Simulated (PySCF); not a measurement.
oxygen (O2), SMILES O=O (connectivity only; charge and spin as stated), neutral, multiplicity 3.

Geometry optimised at PBE0-D3(BJ)/def2-TZVPD.

Two levels are set side by side: PBE/def2-TZVPD (PySCF) and r2SCAN/def2-TZVPD (PySCF). Same geometry, gas phase. Differences are taken from unrounded values.

| quantity | r2SCAN | PBE | PBE minus r2SCAN |
|---|---|---|---|
| α-spin orbital gap (eV) | 8.91 | 7.60 | -1.31 |
| β-spin orbital gap (eV) | 8.08 | 7.46 | -0.63 |
| mean polarisability (bohr³) | 10.5 | 10.8 | 0.3 |

Rough cost on one machine, each run with all the roots and properties that it gave: r2SCAN against PBE within a factor of 2.
